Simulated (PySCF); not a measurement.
# triplet C6H10: levels of theory compared

Aim: a comparison of 5 runs (U-wB97X/6-31G*, UB2PLYP/6-31G*, UBHLYP/6-31G*, UCAM-B3LYP/6-31G*, UM06-2X/6-31G*) of triplet C6H10. 

The results are computed with PySCF 2.14.0.

1 further run of the same task is left out (it didn't finish).

**1. The system as given**

C6H10: 16 atoms, total charge 0, spin state triplet. As SMILES of the parent species, `C#CCCCC`. The shape is that of a GFN2-xTB optimisation. This is one conformer, not always the lowest. That shape belongs to the parent species and isn't relaxed for this state.

Bond lengths: C1–C2 1.197 Å, C2–C3 1.449 Å, C3–C4 1.533 Å, C4–C5 1.526 Å, C5–C6 1.524 Å, C1–H7 1.048 Å, C3–H8 1.094 Å, C3–H9 1.094 Å, C4–H10 1.093 Å, C4–H11 1.093 Å, C5–H12 1.092 Å, C5–H13 1.093 Å, C6–H14 1.088 Å, C6–H15 1.088 Å, C6–H16 1.088 Å. Some angles: C1–C2–C3 179.4°, C2–C3–C4 112.0°, C3–C4–C5 112.1°, C4–C5–C6 111.7°, C2–C1–H7 179.2°, C2–C3–H8 108.6°, C2–C3–H9 108.7°, C4–C3–H8 109.7°, C4–C3–H9 109.7°, C3–C4–H10 108.8°.

**2. A single-point energy at U-wB97X/6-31G(d) (spherical functions) (run 1)**

The input, calc.py:

```python
from pyscf import gto, dft

system = gto.M(
    atom='''
C        2.635520       0.572760      -1.470670
C        2.060730      -0.098820      -0.664240
C        1.358430      -0.919090       0.301860
C       -0.162050      -0.833620       0.129200
C       -0.693650       0.568000       0.415480
C       -2.206440       0.642580       0.250090
H        3.145770       1.168150      -2.166570
H        1.685520      -1.956400       0.181160
H        1.634230      -0.590100       1.308530
H       -0.633700      -1.547180       0.809530
H       -0.424990      -1.119180      -0.892120
H       -0.214220       1.276340      -0.263760
H       -0.426750       0.854490       1.435990
H       -2.492470       0.385910      -0.767610
H       -2.700170      -0.050230       0.928790
H       -2.565760       1.646400       0.464340
''',
    basis='6-31g*',
    max_memory=1860,
    verbose=4,
    spin=2,
)

ks = dft.UKS(system, xc='wb97x')
ks.conv_tol = 1e-10
ks.grids.level = 5
ks.kernel()
if not ks.converged:
    ks = ks.newton().run(ks.mo_coeff, ks.mo_occ)

energy = ks.e_tot
print('Final energy', energy)
```

On the command line:

```bash
$ OMP_NUM_THREADS=1 python calc.py
```

The log of the run:

```text
PySCF version 2.14.0

[... 64 lines left out ...]
WARN: HOMO 0.0329404733829337 >= LUMO -0.311276697495527
[... 83 lines left out ...]
converged SCF energy = -234.303022863952  <S^2> = 2.0070331  2S+1 = 3.0046851
Final energy -234.30302286395198
```

It took 5.2 min on 1 thread of Arm Neoverse V2, shared host; peak memory 0.58 GiB.

**3. The energy at UB2PLYP/6-31G(d) (spherical functions) (run 2)**

The input, run.py:

```python
from pyscf import gto, dft, mp

molecule = gto.Mole()
molecule.atom = '''
C        2.635520       0.572760      -1.470670
C        2.060730      -0.098820      -0.664240
C        1.358430      -0.919090       0.301860
C       -0.162050      -0.833620       0.129200
C       -0.693650       0.568000       0.415480
C       -2.206440       0.642580       0.250090
H        3.145770       1.168150      -2.166570
H        1.685520      -1.956400       0.181160
H        1.634230      -0.590100       1.308530
H       -0.633700      -1.547180       0.809530
H       -0.424990      -1.119180      -0.892120
H       -0.214220       1.276340      -0.263760
H       -0.426750       0.854490       1.435990
H       -2.492470       0.385910      -0.767610
H       -2.700170      -0.050230       0.928790
H       -2.565760       1.646400       0.464340
'''
molecule.verbose = 3
molecule.basis = '6-31g*'
molecule.spin = 2
molecule.max_memory = 1860
molecule.build()

calc0 = dft.UKS(molecule)
calc0.xc = '0.53*HF + 0.47*B88, 0.73*LYP'
calc0.conv_tol = 1e-10
calc0.grids.level = 5
calc0.kernel()
if not calc0.converged:
    calc0 = calc0.newton().run(calc0.mo_coeff, calc0.mo_occ)

pt = mp.MP2(calc0, frozen=6).run()
etot = calc0.e_tot + 0.27 * pt.e_corr
print('PT2 part  %.8f' % (0.27 * pt.e_corr))
print(f'total energy: {etot:.8f} hartree')
```

On the command line:

```bash
$ OMP_NUM_THREADS=1 python run.py
```

The log of the run:

```text
WARN: HOMO 0.0246210633437127 >= LUMO -0.308216347492613

WARN: HOMO -0.0345315564525137 >= LUMO -0.0957774255043362

WARN: HOMO -0.0732693718647419 >= LUMO -0.117693087404315

WARN: HOMO -0.0797851783529331 >= LUMO -0.0966929385073945

WARN: HOMO -0.0826861362506754 >= LUMO -0.0891960529021421

SCF not converged.
SCF energy = -233.826382964528 after 50 cycles  <S^2> = 2.0099846  2S+1 = 3.006649
converged SCF energy = -233.826382998972  <S^2> = 2.0099867  2S+1 = 3.0066504
E(UMP2) = -234.697108688115  E_corr = -0.870725689143279
E(SCS-UMP2) = -234.689417837729  E_corr = -0.86303483875703
PT2 part  -0.23509594
total energy: -234.06147894 hartree
```

It took 7.2 min on 1 thread of Arm Neoverse V2, shared host; peak memory 1.1 GiB.

Runs 3 to 4 aren't shown in full; the table further down has their settings and results.

**4. The energy at UM06-2X/6-31G(d) (spherical functions) (run 5)**

The input, calc.py:

```python
from pyscf import gto, dft

molecule = gto.Mole()
molecule.atom = '''
C      2.635520     0.572760    -1.470670
C      2.060730    -0.098820    -0.664240
C      1.358430    -0.919090     0.301860
C     -0.162050    -0.833620     0.129200
C     -0.693650     0.568000     0.415480
C     -2.206440     0.642580     0.250090
H      3.145770     1.168150    -2.166570
H      1.685520    -1.956400     0.181160
H      1.634230    -0.590100     1.308530
H     -0.633700    -1.547180     0.809530
H     -0.424990    -1.119180    -0.892120
H     -0.214220     1.276340    -0.263760
H     -0.426750     0.854490     1.435990
H     -2.492470     0.385910    -0.767610
H     -2.700170    -0.050230     0.928790
H     -2.565760     1.646400     0.464340
'''
molecule.max_memory = 1860
molecule.charge = 0
molecule.verbose = 3
molecule.basis = '6-31g*'
molecule.spin = 2
molecule.build()

calc0 = dft.UKS(molecule, xc='m06-2x')
calc0.conv_tol = 1e-10
calc0.grids.level = 5
calc0.kernel()
if not calc0.converged:
    calc0 = calc0.newton().run(calc0.mo_coeff, calc0.mo_occ)

e_final = calc0.e_tot
print('E(%s) = %.9f' % ('M06-2X', e_final))
```

On the command line:

```bash
$ OMP_NUM_THREADS=1 python calc.py
```

The log of the run:

```text
WARN: HOMO 0.00610733151989251 >= LUMO -0.315821802328823

WARN: HOMO -0.0312105050914706 >= LUMO -0.113025321841858

WARN: HOMO -0.0722178704086427 >= LUMO -0.143247967805189

WARN: HOMO -0.0775689023474095 >= LUMO -0.124977942138281

WARN: HOMO -0.0794739943953764 >= LUMO -0.117350162489408

WARN: HOMO -0.0835751331726033 >= LUMO -0.113054155557254

WARN: HOMO -0.0856334841763009 >= LUMO -0.110738417126197

WARN: HOMO -0.0932306318934293 >= LUMO -0.101099571656728

WARN: HOMO -0.0927167482071036 >= LUMO -0.0990321718923797

WARN: HOMO -0.0957247473482039 >= LUMO -0.0958234957911057

WARN: HOMO -0.0955623789178479 >= LUMO -0.0960283489043174

WARN: HOMO -0.0951769648994074 >= LUMO -0.0964324402801755

WARN: HOMO -0.0953076286098455 >= LUMO -0.0963089517998479

WARN: HOMO -0.0953109728900121 >= LUMO -0.0963082404623181

WARN: HOMO -0.0953101963786351 >= LUMO -0.0963595731387934

WARN: HOMO -0.0954591220766767 >= LUMO -0.0962912319460325

WARN: HOMO -0.0964233744194152 >= LUMO -0.0955960083826675

WARN: HOMO -0.096266161138522 >= LUMO -0.0957696848962479

WARN: HOMO -0.0964384940424332 >= LUMO -0.0956758468584922

WARN: HOMO -0.0962264375133834 >= LUMO -0.0959298113129941

WARN: HOMO -0.095806823172643 >= LUMO -0.0966314757435716

WARN: HOMO -0.0963863212194895 >= LUMO -0.0962175489856087

WARN: HOMO -0.0967893436846401 >= LUMO -0.0961480338452652

WARN: HOMO -0.0965406488686198 >= LUMO -0.0966372647671023

WARN: HOMO -0.0958639655045888 >= LUMO -0.097542646202883

WARN: HOMO -0.0960106769856623 >= LUMO -0.0974265774725853

WARN: HOMO -0.095881018269659 >= LUMO -0.0976010593859922

WARN: HOMO -0.0958393305358118 >= LUMO -0.0976496339022299

WARN: HOMO -0.0958635306884847 >= LUMO -0.0976116725682958

WARN: HOMO -0.0958859328249204 >= LUMO -0.0975802776957733

WARN: HOMO -0.0958796422319823 >= LUMO -0.0975879415828773

WARN: HOMO -0.0958788775577992 >= LUMO -0.0975889713559823

converged SCF energy = -234.239730544567  <S^2> = 2.0068568  2S+1 = 3.0045677
E(M06-2X) = -234.239730545
```

Wall time 8.1 min (1 thread of Arm Neoverse V2, shared host); peak memory 0.63 GiB.

**5. Overview of the runs**

```csv
run,level,frozen core orbitals,energy (Eh),dipole moment (D),HOMO energy (eV),LUMO energy (eV),wall time
1,U-wB97X/6-31G* (spherical functions),–,-234.303023,0.29,-3.87,-1.65,5.2 min
2,UB2PLYP/6-31G* (spherical functions),6,-234.061479,0.23,-2.76,-1.91,7.2 min
3,UBHLYP/6-31G* (spherical functions),–,-234.221183,0.23,-2.74,-2.47,4.6 min
4,UCAM-B3LYP/6-31G* (spherical functions),–,-234.220165,0.26,-2.91,-2.62,5.8 min
5,UM06-2X/6-31G* (spherical functions),–,-234.239731,0.17,-2.61,–,8.1 min
```

**6. Outcome**

| quantity | value |
| --- | --- |
| run 5: total energy | -234.23973 Eh |
| run 5: dipole moment | 0.17 D |
| run 5: HOMO energy (highest over α and β) | -2.61 eV |
| run 5: ⟨S²⟩ | 2.007 |

**Reading.** The dipole moment (its size) runs from 0.17 D (UM06-2X/6-31G*) to 0.29 D (U-wB97X/6-31G*). Totals of different functionals can't be ranked against each other. All runs together took 31 min, the longest 8.1 min.
